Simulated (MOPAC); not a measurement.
MOPAC input (PM6):

```
PM6 PRECISE GNORM=0.05 LET XYZ UHF MS=0.5 GEO-OK AUX(PRECISION=9) THREADS=1
C2H

C    -0.00000000 1   -0.00000000 1   -0.47198407 1
C     0.00000000 1    0.00000000 1    0.72801579 1
H    -0.00000000 1   -0.00000000 1   -1.53619029 1
```

From the last part of the output:

```
                                                       MOPAC v23.2.5 Linux

          FINAL HEAT OF FORMATION =        137.73471 KCAL/MOL =     576.28201 KJ/MOL

          COSMO AREA              =         65.98 SQUARE ANGSTROMS
          COSMO VOLUME            =         48.66 CUBIC ANGSTROMS

          GRADIENT NORM           =          0.00435          =       0.00251 PER ATOM
          IONIZATION POTENTIAL    =         11.648569 EV
          ALPHA SOMO LUMO (EV)    =        -11.911  1.415
          BETA  SOMO LUMO (EV)    =        -11.649 -1.412
          NO. OF ALPHA ELECTRONS  =          5
          NO. OF BETA  ELECTRONS  =          4
          MOLECULAR WEIGHT        =         25.0299         POINT GROUP:  C*v

          MOLECULAR DIMENSIONS (Angstroms)

            Atom       Atom       Distance
            H     3    C     2     2.23265
            H     3    C     2     0.00000
            C     1    C     2     0.00000

          SCF CALCULATIONS        =         16

   ATOM   CHEMICAL          X               Y               Z
  NUMBER   SYMBOL      (ANGSTROMS)     (ANGSTROMS)     (ANGSTROMS)

     1       C         -0.00000000  *   0.00000000  *  -0.47291535  *
     2       C          0.00000000  *  -0.00000000  *   0.72164934  *
     3       H         -0.00000000  *   0.00000000  *  -1.51099794  *

                             CARTESIAN COORDINATES

   1    C       -0.000000000     0.000000000    -0.472915347
   2    C        0.000000000    -0.000000000     0.721649336
   3    H       -0.000000000     0.000000000    -1.510997939

           Empirical Formula: C2 H  =     3 atoms

      MOLECULAR POINT GROUP   :   C*v

          ALPHA EIGENVALUES
 -26.66637 -18.86644 -12.81552 -11.91084 -11.91084   1.41545   1.41545   5.72535
   6.52700

           BETA EIGENVALUES
 -26.37516 -18.18904 -11.64857 -11.64857  -1.41210   1.78982   1.78982   5.83950
   6.58553

              NET ATOMIC CHARGES AND DIPOLE CONTRIBUTIONS

  ATOM NO.   TYPE          CHARGE      No. of ELECS.   s-Pop       p-Pop
    1          C          -0.333405        4.3334     1.16012     3.17329
    2          C           0.105285        3.8947     1.24342     2.65129
    3          H           0.228120        0.7719     0.77188
 DIPOLE           X         Y         Z       TOTAL
 POINT-CHG.     0.000     0.000    -0.533     0.533
 HYBRID        -0.000    -0.000     0.225     0.225
 SUM           -0.000     0.000    -0.308     0.308

          ATOMIC ORBITAL ELECTRON POPULATIONS

     Atom    s        px        py        pz
    1  C   1.16012   1.07349   1.07349   1.02631
    2  C   1.24342   0.92651   0.92651   0.79827
    3  H   0.77188

                    (SZ)    =    0.500000
                    (S**2)  =    0.798555

          ATOMIC ORBITAL SPIN POPULATIONS

    Atom   Total    s     px     py     pz
         Atomic
    1  C -0.2873 -0.007 -0.154 -0.154  0.027
    2  C  1.2342  0.356  0.154  0.154  0.571
    3  H  0.0531  0.053

 **********************
 *                    *
 * JOB ENDED NORMALLY *
 *                    *
 **********************

 == MOPAC DONE ==
```

The geometry given is a B3LYP-D3(BJ)/def2-TZVP minimum.
